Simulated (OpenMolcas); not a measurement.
# HBS (hydrogen boron sulfide): levels of theory compared

Aim: a comparison of 6 runs (HF/3-21G, PBE0/def2-TZVPPD, SVWN5/def2-TZVPPD, TPSS/def2-TZVPPD, MP2/def2-TZVPPD, CCSD(T)/def2-TZVPPD) of HBS (hydrogen boron sulfide). 

Program for the calculation: OpenMolcas 26.06.

### 1 The structure to begin with

The species is HBS (3 atoms), meant as a singlet with charge 0. SMILES: `B=S`. Geometry: relaxed at PBE0-D4/def2-TZVP.

Bond lengths: B1–S2 1.598 Å, B1–H3 1.175 Å. Angles: S2–B1–H3 180.0°.

### 2 Energy and forces at HF/3-21G (run 1)

test.inp

```
&GATEWAY
BasLib=$CurrDir
Coord
3
angstrom
B       -0.038660      -0.014560       0.134750
S        0.399170       0.147640      -1.393290
H       -0.360510      -0.133080       1.258530
Basis=3-21G
Group=NoSym
&SEWARD
&SCF
Thresholds=1e-10 1e-07 1e-07 1e-05
PrOrbitals=1 2
&ALASKA
```

The basis set 3-21G is read from a file made from the Basis Set Exchange's data (not shown).

On the command line:

```
$ export MOLCAS_MEM=1860
$ pymolcas test.inp > test.log
```

The program printed:

```text
--- Start Module: gateway ---
[...]
--- Stop Module: gateway /rc=_RC_ALL_IS_WELL_ ---
[...]
      Basis functions           24
[...]
--- Start Module: scf ---
[...]
       Convergence after  11 Iterations
[...]
::    Total SCF energy                               -420.6971468557
[...]
      Total spin, S                                     0.0000000000
[...]
      Total electronic charge=   22.000000
      Total            charge=   -0.000000
[...]
      Dipole Moment (debye):
      Origin of the operator (angstrom)=    0.2722    0.1006   -0.9501
                   X= -6.6080E-01               Y= -2.4478E-01               Z=  2.3062E+00           Total=  2.4115E+00
      Quadrupole Moment (debye*angstrom):
[...]
--- Stop Module: scf /rc=_RC_ALL_IS_WELL_ ---
--- Start Module: alaska ---
[...]
 *              Molecular gradients               *
 **************************************************
  Irreducible representation: a
 ------------------------------------------------------------------------------------------
                              X                       Y                       Z
 ------------------------------------------------------------------------------------------
  B1                7.81585609131419E-03    2.84947541633596E-03   -2.73106979428608E-02
  S2               -5.30330754596342E-03   -1.94754742030612E-03    1.85210383855043E-02
  H3               -2.51254854535043E-03   -9.01927996030893E-04    8.78965955735067E-03
 ------------------------------------------------------------------------------------------
--- Stop Module: alaska /rc=_RC_ALL_IS_WELL_ ---
[...]
```

Wall time 1.6 s (1 thread of Arm Neoverse V2, shared host); peak memory 0.37 GiB.

### 3 Energy and forces at PBE0/def2-TZVPPD (run 2)

input.xyz

```xyz
3

B     -0.038660    -0.014560     0.134750
S      0.399170     0.147640    -1.393290
H     -0.360510    -0.133080     1.258530
```

job.input

```
&GATEWAY
 BasLib=$CurrDir
 Coord=input.xyz
 Basis=def2-TZVPPD
 Group=NoSym

&SEWARD
 GridInput
 Grid=UltraFine
 End of Grid

&SCF
 KSDFT=PBE0
 Thresholds=1e-10 1e-07 1e-07 1e-05
 PrOrbitals=1 2

&ALASKA
```

The basis set def2-TZVPPD is read from a file made from the Basis Set Exchange's data (not shown).

On the command line:

```
$ export MOLCAS_MEM=1860
$ pymolcas job.input > job.log
```

The program printed:

```text
--- Start Module: gateway ---
[...]
--- Stop Module: gateway /rc=_RC_ALL_IS_WELL_ ---
[...]
      Basis functions          105
[...]
--- Start Module: scf ---
[...]
       Convergence after  13 Iterations
[...]
::    Total KS-DFT energy                            -423.4913804675
[...]
      Total spin, S                                     0.0000000000
[...]
      Total electronic charge=   22.000000
      Total            charge=   -0.000000
[...]
      Dipole Moment (debye):
      Origin of the operator (angstrom)=    0.2722    0.1006   -0.9501
                   X= -3.9292E-01               Y= -1.4549E-01               Z=  1.3714E+00           Total=  1.4339E+00
      Quadrupole Moment (debye*angstrom):
[...]
--- Stop Module: scf /rc=_RC_ALL_IS_WELL_ ---
[...]
--- Start Module: alaska ---
[...]
 *              Molecular gradients               *
 **************************************************
  Irreducible representation: a
 ------------------------------------------------------------------------------------------
                              X                       Y                       Z
 ------------------------------------------------------------------------------------------
  B1                7.04325694527164E-05   -1.08167245069790E-05   -2.72381069560623E-04
  S2               -1.10357472564715E-05    1.14778216775413E-05    4.97204066434165E-05
  H3               -5.93968221882513E-05   -6.61097166343438E-07    2.22660662922980E-04
 ------------------------------------------------------------------------------------------
--- Stop Module: alaska /rc=_RC_ALL_IS_WELL_ ---
[...]
```

It took 21 s on 1 thread of Arm Neoverse V2, shared host; peak memory 0.6 GiB.

Runs 3 to 4 aren't shown in full; the table further down has their settings and results.

### 4 A single-point energy at MP2/def2-TZVPPD (run 5)

calc.inp

```
* BHS MP2
&gateway
baslib=$CurrDir
coord
3
angstrom
B       -0.038660      -0.014560       0.134750
S        0.399170       0.147640      -1.393290
H       -0.360510      -0.133080       1.258530
basis=def2-TZVPPD
group=NoSym
&seward
&scf
thresholds=1e-10 1e-07 1e-07 1e-05
prorbitals=0
&mbpt2
frozen=6
```

The basis set def2-TZVPPD is read from a file made from the Basis Set Exchange's data (not shown).

On the command line:

```
$ export MOLCAS_MEM=1860
$ pymolcas calc.inp > calc.log
```

The program printed:

```text
--- Start Module: gateway ---
[...]
--- Stop Module: gateway /rc=_RC_ALL_IS_WELL_ ---
[...]
      Basis functions          105
[...]
--- Start Module: scf ---
[...]
       Convergence after  13 Iterations
[...]
::    Total SCF energy                               -422.8304470049
[...]
      Total spin, S                                     0.0000000000
[...]
      Total electronic charge=   22.000000
      Total            charge=   -0.000000
[...]
      Dipole Moment (debye):
      Origin of the operator (angstrom)=    0.2722    0.1006   -0.9501
                   X= -5.4851E-01               Y= -2.0319E-01               Z=  1.9143E+00           Total=  2.0017E+00
      Quadrupole Moment (debye*angstrom):
[...]
--- Stop Module: scf /rc=_RC_ALL_IS_WELL_ ---
[...]
--- Start Module: mbpt2 ---
[...]
WARNING!
Default frozen orbitals as non valence orbitals is overwritten by user input.
Default values:   6
[...]
       Reference weight ( Cref**2 )         =        0.89134
::    Total MBPT2 energy                             -423.0937241546
[...]
      Total MBPT2 calculations                           0.33      0.35
--- Stop Module: mbpt2 /rc=_RC_ALL_IS_WELL_ ---
[...]
```

It took 9.9 s on 1 thread of Arm Neoverse V2, shared host; peak memory 0.6 GiB.

### 5 The energy at CCSD(T)/def2-TZVPPD (Cholesky decomposition) (run 6)

calc.input

```
* BHS CCSD(T)

&GATEWAY
 BasLib = $CurrDir
 Coord
 3
 angstrom
 B       -0.038660      -0.014560       0.134750
 S        0.399170       0.147640      -1.393290
 H       -0.360510      -0.133080       1.258530
 Basis = def2-TZVPPD
 Group = NoSym

&SEWARD
 High

&SCF
 Thresholds = 1e-10 1e-07 1e-07 1e-05
 PrOrbitals = 1 1

&CHCC
 Frozen = 6
 Threshold = 1e-08
 MaxIterations = 80

&CHT3
 Frozen = 6
```

The basis set def2-TZVPPD is read from a file made from the Basis Set Exchange's data (not shown).

On the command line:

```
$ export MOLCAS_MEM=1860
$ pymolcas calc.input > calc.log
```

The program printed:

```text
--- Start Module: gateway ---
[...]
--- Stop Module: gateway /rc=_RC_ALL_IS_WELL_ ---
[...]
      Basis functions          105
[...]
       Convergence after  13 Iterations
[...]
::    Total SCF energy                               -422.8304470020
[...]
      Total spin, S                                     0.0000000000
[...]
      Total electronic charge=   22.000000
      Total            charge=   -0.000000
[...]
      Dipole Moment (debye):
      Origin of the operator (angstrom)=    0.2722    0.1006   -0.9501
                   X= -5.4851E-01               Y= -2.0319E-01               Z=  1.9143E+00           Total=  2.0017E+00
      Quadrupole Moment (debye*angstrom):
[...]
--- Start Module: chcc ---
[...]
--- Stop Module: chcc /rc=_RC_ALL_IS_WELL_ ---
[...]
--- Start Module: cht3 ---
[...]
--- Stop Module: cht3 /rc=_RC_ALL_IS_WELL_ ---
[...]
```

Wall time 97 s (1 thread of Arm Neoverse V2, shared host); peak memory 0.18 GiB.

### 6 All runs side by side

```
run                                         level  integration grid      task  energy (Eh)  dipole moment (D) of the reference  HOMO energy (eV)  LUMO energy (eV)  wall time
  1                                      HF/3-21G                 –  gradient  -420.697147                                2.41            -11.19              2.38      1.6 s
  2                              PBE0/def2-TZVPPD         UltraFine  gradient  -423.491380                                1.43             -8.54             -1.25       21 s
  3                             SVWN5/def2-TZVPPD         UltraFine  gradient  -422.011875                                1.20             -7.57             -2.36       17 s
  4                              TPSS/def2-TZVPPD         UltraFine  gradient  -423.703200                                1.34             -7.46             -1.98       29 s
  5                               MP2/def2-TZVPPD                 –    energy  -423.093724                                2.00            -10.96              1.11      9.9 s
  6  CCSD(T)/def2-TZVPPD (Cholesky decomposition)                 –    energy  -423.130725                                2.00            -10.96              1.11       97 s
```

### 7 What came out

| quantity | value |
| --- | --- |
| run 6: total energy | -423.13073 Eh |
| run 6: dipole moment (mean-field density) | 2.00 D |
| run 6: HOMO energy (Hartree–Fock orbitals) | -10.96 eV |
| run 6: LUMO energy (Hartree–Fock orbitals) | 1.11 eV |
| run 6: HOMO–LUMO gap (Hartree–Fock orbitals) | 12.07 eV |
| run 6: correlation energy (6 core orbitals frozen) | -300.3 mEh |
| run 6: (T) correction | -16.16 mEh |

Over runs 1, 2, 3, 4 the dipole moment (its size) runs from 1.20 D (SVWN5/def2-TZVPPD) to 2.41 D (HF/3-21G). The two ends differ in method and basis. Over runs 1, 2, 3, 4 the HOMO–LUMO gap runs from 5.21 eV (SVWN5/def2-TZVPPD) to 13.57 eV (HF/3-21G). Totals of different functionals can't be ranked against each other. All runs together took 2.9 min, the longest 97 s.
